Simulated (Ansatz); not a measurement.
**C3H4F2: rigid torsion scan from a Python script**

Wanted for C3H4F2: a rigid torsion scan.

Program: Ansatz 0.2.0, driven from Python. Level of theory: PBE/def2-SVP. These are calculated values, not measurements.

## Step 1: Starting point

Bond lengths: F1–C2 1.338 Å, C2–C3 1.363 Å, C3–C4 1.458 Å, C4–F5 1.338 Å, C2–H6 1.100 Å, C3–H7 1.103 Å, C4–H8 1.067 Å, C4–H9 1.142 Å. Angles: F1–C2–C3 121.1°, F1–C2–H6 112.5°, C3–C2–H6 126.4°, C2–C3–C4 122.9°, C2–C3–H7 118.2°, C4–C3–H7 118.7°, C3–C4–F5 111.0°, C3–C4–H8 116.7°, C3–C4–H9 107.1°, F5–C4–H8 108.7°, F5–C4–H9 106.1°, H8–C4–H9 106.5°.

No structure file is read: the coordinates are typed or built in the script.

## Step 2: The code

torsion.py

```python
"""Rigid torsion scan of C3H4F2."""

import logging
import sys

import ansatz as az
from ase import Atoms

logging.basicConfig(stream=sys.stdout, format="[%(levelname)s] %(message)s")
logger = logging.getLogger("c3h4f2")
logger.setLevel(logging.INFO)

BASIS_SET = "def2-SVP"
XC = "pbe"
FMAX = 0.02

atoms = Atoms(["F", "C", "C", "C", "F", "H", "H", "H", "H"], positions=[
    (-2.2064, 0.0144, 1.3493),
    (-1.2807, -0.3063, 0.4375),
    (-0.0576, 0.2944, 0.4354),
    (0.9613, 0.0143, -0.5689),
    (1.3482, 1.1367, -1.1862),
    (-1.6282, -1.0832, -0.2589),
    (0.1381, 1.0806, 1.1833),
    (0.7185, -0.717, -1.3073),
    (1.8808, -0.3763, -0.0152),
])

# relax first, so that the scan starts from a minimum
first = (
    az.Crystal.molecule_from_ase(atoms).calculation()
    .basis(gaussian=BASIS_SET)
    .functional(XC)
    .relax(force_tolerance=FMAX, max_steps=80)
)
atoms.positions = first.run(threads=1).report["positions_ang"]

start = atoms.get_dihedral(1, 2, 3, 4)
energies = {}
for turn in range(0, 360, 40):
    turned = atoms.copy()
    turned.set_dihedral(1, 2, 3, 4, start + turn, indices=[3, 4, 7, 8])
    job = az.Crystal.molecule_from_ase(turned).calculation()
    job = job.basis(gaussian=BASIS_SET).functional(XC)
    energies[round((start + turn) % 360)] = job.run(threads=1).report["free_energy_ev"]
floor = min(energies.values())
logger.info("dihedral C1-C2-C3-F4 (deg)   E - E(min) (eV)")
for angle, e in sorted(energies.items()):
    logger.info(f"{angle:8d} {(e - floor):14.3f}  " + "#" * int(30 * (e - floor) / max(max(energies.values()) - floor, 1e-9)))
```

## Step 3: The calls as engine input

The package turns the script's settings into the engine's input (first run):

```yaml
crystal:
  periodic: [false, false, false]
  atoms:
    - { symbol: F, position_ang: [-2.2064, 0.0144, 1.3493] }
    - { symbol: C, position_ang: [-1.2807, -0.3063, 0.4375] }
    - { symbol: C, position_ang: [-0.0576, 0.2944, 0.4354] }
    - { symbol: C, position_ang: [0.9613, 0.0143, -0.5689] }
    - { symbol: F, position_ang: [1.3482, 1.1367, -1.1862] }
    - { symbol: H, position_ang: [-1.6282, -1.0832, -0.2589] }
    - { symbol: H, position_ang: [0.1381, 1.0806, 1.1833] }
    - { symbol: H, position_ang: [0.7185, -0.717, -1.3073] }
    - { symbol: H, position_ang: [1.8808, -0.3763, -0.0152] }
basis:
  gaussian:
    orbitals: def2-SVP
hamiltonian:
  xc: pbe
relax:
  f_tol: 0.02
  max_steps: 80
```

## Step 4: The run

Started as:

```
> python torsion.py
```

**Question.** What results will this script give? Wanted: range of energy; lowest point, turn.

As calculated:

| quantity | value |
| --- | --- |
| runs compared | 9 |
| range of energy | 0.137 eV |
| lowest point, turn (°) | 240 |

What this shows: The lowest point lies at a turn of 240°, the highest 0.137 eV (13.3 kJ/mol) above it at 80°. The grid can miss the true lowest and highest points, and the rest of the molecule is held rigid. Run 0: The relaxation took 7 moves; the largest shift is 0.124 Å, of atom 8 (H). The scan is rigid and the energies are electronic, in a modest basis. With rigid groups the curve can differ much from the relaxed path, the start wasn't checked as a minimum of this torsion, and equivalent turns needn't return to the same energy.
